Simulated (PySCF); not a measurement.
## How methods differ on the electron affinity of S

S- [Ne] 3s2 3p5 [3p1/2^2 3p3/2^3, M_J = 3/2] → S [Ne] 3s2 3p4 [3p1/2^2 3p3/2^2, M_J = 2], as a difference of total energies. Computed with PySCF 2.14 in x2c-TZVPall-2c with one added diffuse shell each of s, p type (6s7p2d1f, 44 functions), with the two-component X2C-1e Hamiltonian. Correlated levels: [Ne] frozen; the 6 highest virtual spinors dropped. "Screened" scales the spin-orbit matrix elements by Boettger's factors to mimic the two-electron term; Breit and QED terms are absent.

```tsv
method	electron affinity (eV)
GHF (spin-free)	0.893
GMP2 (spin-free)	1.800
GHF (screened spin-orbit)	0.887
GMP2 (screened spin-orbit)	1.795
```

Task: How much does correlation contribute at GMP2 (screened spin-orbit)?

Result: 1.795 − (0.887) = 0.908 eV, measured against GHF (screened spin-orbit).

Errors of the correlated levels include the incompleteness of this basis and the frozen core.

The labels give the starting determinants; with spin-orbit coupling the two ends relaxed to ⟨J²⟩ = 3.78, ⟨L²⟩ = 2.01, ⟨S²⟩ = 0.76 and ⟨J²⟩ = 6.02, ⟨L²⟩ = 2.01, ⟨S²⟩ = 2.00.

For comparison: 2.077 eV (measured; photodetachment measurements, as compiled on the Wikipedia data page of electron affinities).
